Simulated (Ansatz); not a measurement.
The input, for Ansatz 0.2.0:

```yaml
crystal:
  periodic: [false, false, false]
  atoms:
    - {symbol: N, position_ang: [0.000000, 0.087442, 1.404202]}
    - {symbol: Se, position_ang: [0.000000, -0.033435, -0.238981]}
    - {symbol: H, position_ang: [0.000000, 1.404116, -0.792013]}
basis:
  gaussian: {orbitals: cc-pVDZ}
total_charge: 1
magnetization: {spin_polarized: true, initial_magnetization: 1}
correlation: {method: ccsd_t, electrons: outside_noble_gas}
```

```sh
$ ansatz run in.yaml --threads 1 --pin off --events-out ev --progress --plain --max-ram 4096MiB --backend cpu
```

Question: Roughly how long does this take on 1 thread of AMD EPYC 7R13, shared host, and how much host memory?

Answer: 9.5 s wall and 0.14 GiB.

```
506 factors; integrals over basis functions are off by at most 9.6e-4 eV
mean field evaluation 1: about -66780.9567 eV, gradient 3.4e1 eV
mean field evaluation 2: about -66780.9830 eV, gradient 3.4e1 eV
mean field evaluation 4: about -66787.5009 eV, gradient 4.4e0 eV
mean field evaluation 8: about -66788.0132 eV, gradient 1.2e0 eV
mean field evaluation 16: about -66788.6395 eV, gradient 1.5e-6 eV
mean field evaluation 32: about -66780.9675 eV, gradient 3.4e1 eV
mean field evaluation 64: about -66788.6037 eV, gradient 1.9e0 eV
mean field evaluation 96: about -66785.8523 eV, gradient 1.9e-1 eV
mean field evaluation 128: about -66785.8543 eV, gradient 8.9e-2 eV
mean field evaluation 160: about -66786.2777 eV, gradient 9.5e0 eV
mean field evaluation 192: about -66784.4427 eV, gradient 3.4e0 eV
mean field evaluation 224: about -66785.9189 eV, gradient 4.3e-1 eV
mean field evaluation 256: about -66786.1642 eV, gradient 2.1e-2 eV
mean field evaluation 288: about -66785.0710 eV, gradient 1.6e-1 eV
mean field evaluation 320: about -66785.8532 eV, gradient 7.5e-3 eV
mean field evaluation 352: about -66785.5159 eV, gradient 1.8e0 eV
mean field evaluation 384: about -66781.5615 eV, gradient 2.4e-1 eV
mean field evaluation 416: about -66782.7516 eV, gradient 3.3e-3 eV
mean field evaluation 448: about -66780.1036 eV, gradient 1.5e1 eV
mean field evaluation 480: about -66786.3809 eV, gradient 3.8e0 eV
mean field evaluation 512: about -66785.0725 eV, gradient 7.7e-2 eV
mean field evaluation 544: about -66787.8814 eV, gradient 3.3e-1 eV
mean field -66788.63945236 eV, -2454.4372289083 hartree, gradient 1.7e-6 eV, S^2 1.393491; 10 other end points of the search recorded, 0 dependent functions left out
determinant -66788.63945236 eV, -2454.4372289083 hartree, with singles and doubles -66795.59915554 eV, -2454.6929932828 hartree
determinant -66787.99908494 eV, -2454.4136958399 hartree, with singles and doubles -66795.53284625 eV, -2454.6905564615 hartree
determinant -66786.16419412 eV, -2454.3462648458 hartree, with singles and doubles -66792.30952736 eV, -2454.5721016771 hartree
determinant -66786.06701174 eV, -2454.3426934593 hartree, with singles and doubles -66793.09947934 eV, -2454.6011318768 hartree
determinant -66786.01130298 eV, -2454.3406462002 hartree, with singles and doubles -66793.08324374 eV, -2454.6005352295 hartree
determinant -66785.85316440 eV, -2454.3348347144 hartree, with singles and doubles -66793.22311891 eV, -2454.6056755473 hartree
determinant -66788.63945236 eV, -2454.4372289083 hartree, with singles and doubles -66795.62463767 eV, -2454.6939297340 hartree
determinant -66787.99908494 eV, -2454.4136958399 hartree, with singles and doubles -66795.56548872 eV, -2454.6917560502 hartree
determinant -66787.88018351 eV, -2454.4093262927 hartree, with singles and doubles -66795.60579107 eV, -2454.6932371340 hartree
determinant -66787.88018351 eV, -2454.4093262927 hartree, with singles and doubles -66795.61031894 eV, -2454.6934035301 hartree
15 core orbitals not correlated: weight in the atoms' cores, before any rotation towards them, 0.999 or more for the frozen orbitals, at most 0.000 for the correlated occupied ones
reference -66788.63945236 eV, -2454.4372289083 hartree; 6, 5 occupied and 25, 26 virtual orbitals, 506 factors
second order -5.58645349 eV of doubles, -0.00000000 eV of singles
cycle   1  -6.98518431 eV  change    1.0e-6 eV  update   2.3e-6
perturbative correction -0.31174889 eV, -0.0114565604 hartree
Total energy: -66795.93638556 eV, -2454.7053862576 hartree
```

For the same geometry and basis UCCSDTQ lies 119.9 meV lower.
